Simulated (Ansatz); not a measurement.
## A barrier at the coupled-cluster level

Start structure (Si2H3F, closed shell), relaxed at PBE0-D4/def2-TZVP:

```csv
atom,x (Å),y (Å),z (Å)
F1,1.6354,0.4473,-0.3378
Si2,0.2504,0.2407,0.4546
Si3,-1.5513,-0.7694,-0.7214
H4,-0.7094,-0.9169,-1.9825
H5,0.5572,-0.5894,1.6568
H6,-0.1822,1.5878,0.9303
```

The step: Si₂H₃F ([F][SiH2][SiH]) → Si₂H₃F ([F][SiH][SiH2]); bonds formed: F1–Si3; bonds broken: F1–Si2. Ansatz 0.2.0; basis: def2-TZVPP and def2-QZVPP; cores frozen in the correlated methods. Extrapolation: Hartree–Fock as exp(−7.88 √X), correlation as X^−2.97. Energies below are by CCSD(T) at an estimated basis limit (MP2 extrapolated from triple and quadruple zeta, plus CCSD(T) − MP2 in triple zeta).

Q: What are the electronic barrier and the energy of the step, from the start structure to the end structure? (Judge from chemistry; the value comes from the calculation.)

A: By the calculation: Barrier 106.0 kJ/mol; step energy -17.3 kJ/mol (downhill); reverse barrier, their difference, 123.3 kJ/mol. Barrier and step energy count from the start structure, the reverse barrier from the end structure.

The saddle point: One imaginary mode of 297i cm⁻¹.
| pair | start (Å) | saddle (Å) | end (Å) |
| --- | --- | --- | --- |
| F1–Si3 | 3.43 | 1.71 | 1.60 |
| F1–Si2 | 1.61 | 2.35 | 3.33 |

Zero-point energy (harmonic, PBE0-D4): ZPE is 67.9 kJ/mol at the start and 66.6 kJ/mol at the saddle, so the barrier goes from 106.0 to 104.8 kJ/mol.

The T1 diagnostic stays at or below 0.030. The T1 diagnostic is large here, which may signal multireference character or strong orbital relaxation, so CCSD(T) is less sure. The restricted Hartree–Fock reference is unstable towards an unrestricted one at one or more of these structures. A large double-excitation amplitude points to some diradical character; no triplet was computed.

Labels in which every atom is bracketed show which atoms are joined, not bond orders.

For scale, one of the runs: CCSD(T)/def2-TZVPP, 157 basis functions, launched by `ansatz run in.yaml --threads 2 --pin off --events-out ev --progress --plain --max-ram 4352MiB`. Time: 19 s of wall clock on 2 CPU threads of an Arm Neoverse V1; the host was shared. Peak host memory: 1 GiB.
